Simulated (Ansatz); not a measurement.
Relaxation of CH7BO (10 atoms, charge 0, multiplicity 1), to a largest force component of 0.03 eV/Å in at most 50 steps.

All numbers below come from RKS B3LYP/cc-pVDZ in Ansatz 0.2.0.

```xyz
10
Properties=species:S:1:pos:R:3
B -0.012 0.020 0.192
C -0.092 0.158 1.773
H -1.052 -0.177 2.205
H 0.729 -0.363 2.290
H 0.018 1.229 2.037
H 1.043 -0.038 -0.395
O -1.104 0.057 -0.620
H -1.937 0.120 -0.130
H 0.062 -2.360 0.469
H 0.074 -2.065 1.124
```

Problem. Where does it end, and by what steps?

Solution. The run converged. The force dipped under the threshold on the way, but the program's further checks kept it going. After 49 steps the energy has fallen by 0.283 eV; H10 moved furthest, 2.88 Å.

```tsv
step	energy less start (eV)	largest force component (eV/Å)	accepted
0	0.0000	1.560	yes
2	-0.1804	0.194	yes
4	-0.2152	0.203	yes
6	-0.2225	0.223	yes
8	-0.2265	0.199	yes
10	-0.2250	0.320	no
12	-0.2300	0.015	yes
14	-0.2311	0.109	yes
16	-0.2322	0.054	yes
18	-0.2345	0.125	yes
20	-0.2381	0.251	yes
22	-0.2468	0.124	yes
24	-0.2521	0.151	yes
26	-0.2543	0.301	no
28	-0.2606	0.190	yes
30	-0.2632	0.279	yes
32	-0.2677	0.055	yes
34	-0.2697	0.218	yes
36	-0.2741	0.094	yes
38	-0.2765	0.051	yes
40	-0.2790	0.088	yes
42	-0.2790	0.251	no
44	-0.2816	0.102	yes
46	-0.2823	0.036	yes
48	-0.2826	0.042	no
49	-0.2827	0.009	yes
```

```xyz
10
Properties=species:S:1:pos:R:3
B 0.244 0.114 0.755
C -0.194 1.197 1.807
H -1.108 0.951 2.376
H 0.624 1.368 2.532
H -0.351 2.170 1.308
H 1.220 0.263 0.057
O -0.421 -1.056 0.550
H -1.200 -1.153 1.119
H -0.483 -3.286 -0.638
H -0.601 -3.985 -0.920
```

Whether the end is a true minimum wasn't checked by a vibrational analysis.

Run time: 91 s on 1 thread of Intel(R) Xeon(R) Platinum 8488C (Sapphire Rapids) (shared host), peak memory 0.14 GiB.
